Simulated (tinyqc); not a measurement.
MP2 on RHF in the sto-3g basis, frozen core, for H2O, spin multiplicity 1, step by step (part 2 of 2). Computed by tinyqc, a small Python program that keeps every step (integrals from PySCF). Command: `OMP_NUM_THREADS=1 python tinyqc.py 20210 20211 out.jsonl` (the two numbers bound the seeds that draw the settings). One thread of a shared host (Intel(R) Xeon(R) Processor @ 2.60GHz), about 0.2 s of CPU time with the checks.

Geometry (angstrom):

| atom | x | y | z |
|---|---|---|---|
| O | 0.00000 | 0.00000 | 0.00000 |
| H | 0.00000 | 0.97800 | 0.66800 |
| H | 0.00000 | -0.97800 | 0.66800 |

## Integrals over molecular orbitals

coefficients C:
```
             MO1       MO2       MO3       MO4      MO5       MO6       MO7
1O 1s    0.99456  -0.24322   0.00000   0.08380  0.00000  -0.10214   0.00000
1O 2s    0.02314   0.91346   0.00000  -0.42624  0.00000   0.58217   0.00000
1O 2px   0.00000   0.00000   0.00000   0.00000  1.00000   0.00000   0.00000
1O 2py   0.00000   0.00000   0.59895   0.00000  0.00000   0.00000   0.90325
1O 2pz   0.00251   0.06216   0.00000   0.75453  0.00000   0.70670   0.00000
2H 1s   -0.00399   0.13377   0.45625   0.34832  0.00000  -0.67908  -0.68221
3H 1s   -0.00399   0.13377  -0.45625   0.34832  0.00000  -0.67908   0.68221
```

core Hamiltonian H = T + V (hartree):
```
            1O 1s     1O 2s    1O 2px    1O 2py    1O 2pz     2H 1s     3H 1s
1O 1s   -32.50886  -7.56261   0.00000   0.00000  -0.01144  -1.01373  -1.01373
1O 2s    -7.56261  -9.13484   0.00000   0.00000  -0.14157  -2.48629  -2.48629
1O 2px    0.00000   0.00000  -7.29153   0.00000   0.00000   0.00000   0.00000
1O 2py    0.00000   0.00000   0.00000  -7.39304   0.00000  -1.54884   1.54884
1O 2pz   -0.01144  -0.14157   0.00000   0.00000  -7.33889  -1.08982  -1.08982
2H 1s    -1.01373  -2.48629   0.00000  -1.54884  -1.08982  -4.25838  -0.73748
3H 1s    -1.01373  -2.48629   0.00000   1.54884  -1.08982  -0.73748  -4.25838
```

Given earlier and not repeated: Two-electron integrals (ij|kl) in chemists' order.

(pq|rs) = sum C_ip C_jq C_kr C_ls (ij|kl), one index at a time.

one-electron integrals over orbitals h = C^T H C (hartree):
```
           1         2         3         4         5         6         7
1  -32.49263   0.57634   0.00000  -0.18458   0.00000   0.23597   0.00000
2    0.57634  -7.52739   0.00000   0.53803   0.00000  -1.12209   0.00000
3    0.00000   0.00000  -5.81102   0.00000   0.00000   0.00000  -1.81865
4   -0.18458   0.53803   0.00000  -6.43594   0.00000  -1.40224   0.00000
5    0.00000   0.00000   0.00000   0.00000  -7.29153   0.00000   0.00000
6    0.23597  -1.12209   0.00000  -1.40224   0.00000  -5.18100   0.00000
7    0.00000   0.00000  -1.81865   0.00000   0.00000   0.00000  -5.49143
```

Two-electron integrals over orbitals (pq|rs), unique and non-zero (hartree); the lowest 1 orbital is frozen and left out:
```
(22|22) 0.72632    (32|32) 0.12359    (33|22) 0.59715    (33|33) 0.57131
(42|22) -0.03476   (42|33) 0.00324    (42|42) 0.13022    (43|32) 0.03136
(43|43) 0.05898    (44|22) 0.65743    (44|33) 0.54949    (44|42) -0.08921
(44|44) 0.67887    (52|52) 0.15368    (53|53) 0.02498    (54|52) -0.04042
(54|54) 0.04481    (55|22) 0.75986    (55|33) 0.58480    (55|42) -0.07946
(55|44) 0.67871    (55|55) 0.88016    (62|22) 0.12296    (62|33) 0.05789
(62|42) 0.03868    (62|44) 0.05716    (62|55) 0.13244    (62|62) 0.09028
(63|32) -0.03999   (63|43) -0.04405   (63|63) 0.08207    (64|22) 0.14198
(64|33) 0.04839    (64|42) -0.04700   (64|44) 0.13398    (64|55) 0.16112
(64|62) 0.06049    (64|64) 0.10641    (65|52) 0.04832    (65|54) 0.00834
(65|65) 0.03226    (66|22) 0.57526    (66|33) 0.53186    (66|42) 0.04456
(66|44) 0.53329    (66|55) 0.56309    (66|62) 0.08382    (66|64) 0.05414
(66|66) 0.56276    (72|32) 0.06121    (72|43) -0.02553   (72|63) 0.02602
(72|72) 0.07213    (73|22) 0.17903    (73|33) 0.08750    (73|42) -0.07215
(73|44) 0.14094    (73|55) 0.20964    (73|62) 0.06487    (73|64) 0.10769
(73|66) 0.04559    (73|73) 0.16131    (74|32) -0.06712   (74|43) -0.01883
(74|63) 0.06004    (74|72) -0.01777   (74|74) 0.06969    (75|53) 0.02399
(75|75) 0.02593    (76|32) 0.08166    (76|43) 0.06808    (76|63) -0.07240
(76|72) 0.00034    (76|74) -0.06018   (76|76) 0.11340    (77|22) 0.60515
(77|33) 0.56796    (77|42) -0.02205   (77|44) 0.56971    (77|55) 0.60654
(77|62) 0.05822    (77|64) 0.05782    (77|66) 0.53684    (77|73) 0.10345
(77|77) 0.58870
```

## Second-order Moller-Plesset energy

orbital energies (hartree): MO1 -20.26576, MO2 -1.18013, MO3 -0.52003, MO4 -0.40918, MO5 -0.38331, MO6 0.39851, MO7 0.53073

Hartree-Fock energy = -74.8975021 hartree

E2 = sum_ijab (ia|jb) [2 (ia|jb) - (ib|ja)] / (e_i + e_j - e_a - e_b) over occupied i, j and virtual a, b; the opposite-spin part is (ia|jb)^2 / denominator, the rest is same-spin, and SCS-MP2 scales them by 6/5 and 1/3.

Terms:

| i | j | a | b | (ia\|jb) | (ib\|ja) | denominator | term |
|---|---|---|---|---|---|---|---|
| 3 | 3 | 7 | 7 | 0.16131 | 0.16131 | -2.10151 | -0.01238 |
| 4 | 3 | 6 | 7 | 0.10769 | 0.06004 | -1.85844 | -0.00900 |
| 3 | 4 | 7 | 6 | 0.10769 | 0.06004 | -1.85844 | -0.00900 |
| 4 | 4 | 6 | 6 | 0.10641 | 0.10641 | -1.61538 | -0.00701 |
| 3 | 3 | 6 | 6 | 0.08207 | 0.08207 | -1.83708 | -0.00367 |
| 4 | 4 | 7 | 7 | 0.06969 | 0.06969 | -1.87981 | -0.00258 |
| 2 | 2 | 6 | 6 | 0.09028 | 0.09028 | -3.15728 | -0.00258 |
| 2 | 3 | 6 | 7 | 0.06487 | 0.02602 | -2.62940 | -0.00256 |
| 3 | 2 | 7 | 6 | 0.06487 | 0.02602 | -2.62940 | -0.00256 |
| 4 | 2 | 6 | 6 | 0.06049 | 0.06049 | -2.38633 | -0.00153 |
| 2 | 4 | 6 | 6 | 0.06049 | 0.06049 | -2.38633 | -0.00153 |
| 2 | 2 | 7 | 7 | 0.07213 | 0.07213 | -3.42171 | -0.00152 |
| 5 | 5 | 6 | 6 | 0.03226 | 0.03226 | -1.56365 | -0.00067 |
| 3 | 4 | 6 | 7 | 0.06004 | 0.10769 | -1.85844 | -0.00040 |
| 4 | 3 | 7 | 6 | 0.06004 | 0.10769 | -1.85844 | -0.00040 |
| 5 | 5 | 7 | 7 | 0.02593 | 0.02593 | -1.82807 | -0.00037 |
| 3 | 2 | 6 | 7 | 0.02602 | 0.06487 | -2.62940 | 0.00013 |
| 2 | 3 | 7 | 6 | 0.02602 | 0.06487 | -2.62940 | 0.00013 |
| 4 | 2 | 7 | 7 | -0.01777 | -0.01777 | -2.65076 | -0.00012 |
| 2 | 4 | 7 | 7 | -0.01777 | -0.01777 | -2.65076 | -0.00012 |

Pair energies (hartree; pair i-j sums ij and ji):

| pair | opposite spin | same spin |
|---|---|---|
| 2-2 | -0.00410 | 0.00000 |
| 3-2 | -0.00372 | -0.00115 |
| 3-3 | -0.01605 | 0.00000 |
| 4-2 | -0.00331 | 0.00000 |
| 4-3 | -0.01636 | -0.00244 |
| 4-4 | -0.00959 | 0.00000 |
| 5-5 | -0.00103 | 0.00000 |

MP2 correlation energy = -0.0577480 hartree

SCS-MP2 correlation energy = -0.0661850 hartree

MP2 total energy = -74.9552501 hartree
